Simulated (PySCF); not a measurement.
# TDDFT beside published excitation energies

Published values to compare with (the computed states carry no symmetry labels, so the two lists aren't matched line by line):

```
     state  E (eV)      f   kind of transition  source
 3A1(π→π*)    4.07         vertical absorption     [1]
 1B2(π→π*)    4.59              0-0 transition     [2]
 1B2(π→π*)    4.71          absorption maximum     [2]
 3B2(π→π*)    4.72         vertical absorption     [1]
 3A1(π→π*)    4.77         vertical absorption     [1]
 1B2(π→π*)    4.93  0.001  vertical absorption     [1]
 3B2(π→π*)    5.72         vertical absorption     [1]
 1A1(π→π*)    5.95          absorption maximum     [2]
 1A1(π→π*)    6.20  0.081  vertical absorption     [1]
  1B1(Ryd)    6.32  0.081  vertical absorption     [1]
1B1(mixed)    6.72  0.004  vertical absorption     [1]
 1B2(π→π*)    6.72          absorption maximum     [2]
  1A2(Ryd)    6.77         vertical absorption     [1]
 1A1(π→π*)    6.88          absorption maximum     [2]
 1B2(π→π*)    6.90  0.637  vertical absorption     [1]
 1A1(π→π*)    7.01  0.637  vertical absorption     [1]
  1A2(Ryd)    7.02         vertical absorption     [1]
```

[1] computed, theoretical best estimate (aug-cc-pVTZ), gas; Loos, Jacquemin, substituted benzenes, arXiv:2401.13809 (2024)
[2] measured, gas; Loos, Jacquemin, substituted benzenes, arXiv:2401.13809 (2024)

Chlorobenzene, C₆H₅Cl.
SMILES with atom numbers: `[Cl:1][c:2]1[cH:3][cH:4][cH:5][cH:6][cH:7]1` (hydrogens: H8 on C3; H9 on C4; H10 on C5; H11 on C6; H12 on C7)

The calculation used TDDFT PBE0/def2-SVPD, vertical, gas phase, core orbitals frozen in the response (PySCF 2.14.0, density-fitted response routines). Geometry: PBE0-D3(BJ)/def2-SVP; no solvent, vibrations or thermal averaging.

Computed singlets: 5.27 eV (f 0.004); 5.90 eV (f 0.091); 6.41 eV (f 0.000); 6.76 eV (f 0.323); 6.86 eV (f 0.588); 7.00 eV (f 0.000); 7.01 eV (f 0.000); 7.13 eV (f 0.005); 7.16 eV (f 0.008); 7.62 eV (f 0.000). Computed triplets (Tamm–Dancoff): 3.97, 4.56, 4.67, 5.12 eV.

How does the lowest computed singlet compare with the best estimate listed for the lowest singlet (vertical absorption)?

5.27 eV against 4.93 eV for 1B2(π→π*) [1]: a difference of +0.34 eV. Geometry and basis of the two calculations needn't be the same.

How does the lowest computed triplet compare with the best estimate listed for the lowest triplet (vertical absorption)?

3.97 eV against 4.07 eV for 3A1(π→π*) [1]: a difference of -0.10 eV. Geometry and basis of the two calculations needn't be the same.

Adiabatic (Te) and 0-0 energies refer to the relaxed excited state and aren't the vertical quantity computed here.

A measured band maximum holds vibronic effects and, in solution, solvent shifts, so it needn't equal the vertical energy.

The vertical ionisation energy (ΔSCF) is 9.08 eV, 1.47 eV above S10.
